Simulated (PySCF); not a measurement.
**Reproducing measurements on C4H4O**

**The experiment to reproduce.**

NIST CCCBDB Release 22 (SRD 101), experimental dipoles lists, for the gas: dipole moment (microwave Stark effect) 0.66 D.

The results are set against them at the end.

C4H4O.
Atom-mapped SMILES: `[cH:1]1[cH:2][cH:3][o:4][cH:5]1` (hydrogens: H6 on C1; H7 on C2; H8 on C3; H9 on C5)

Structure used (CAM-B3LYP/6-31G*), in Å, numbered top down from 1:
```xyz
9
C4H4O angstrom
C     -0.8888    0.6275   -0.1217
C      0.5041    0.9490   -0.0217
C      1.1527   -0.2329    0.1090
O      0.2706   -1.2631    0.0976
C     -0.9652   -0.7226   -0.0430
H     -1.7146    1.3142   -0.2362
H      0.9535    1.9309   -0.0446
H      2.1910   -0.5052    0.2160
H     -1.7836   -1.4249   -0.0695
```

Runs made with PySCF (gas phase, on this CAM-B3LYP/6-31G* geometry; no spin–orbit coupling):

```
                         level                                          job  basis functions  wall time
CAM-B3LYP/6-31G*, grid level 1  geometry optimisation from a GFN2-xTB start               78      9.7 s
```

Hardware: Arm Neoverse V2, one thread, on a shared host.

All basis functions are spherical.

## Comparison

**Dipole moment.** Measured: 0.66 D (NIST CCCBDB Release 22 (SRD 101), experimental dipoles).

```json
{"level": "CAM-B3LYP/6-31G*", "computed (D)": "0.62", "computed − measured (D)": "-0.04", "% (from the printed values)": "-6"}
```

The computed dipoles belong to one fixed geometry; measured ones are averaged over vibrations unless marked μe. Magnitudes are compared, not signs.

No measured geometry was used, and the causes of the misses weren't examined.
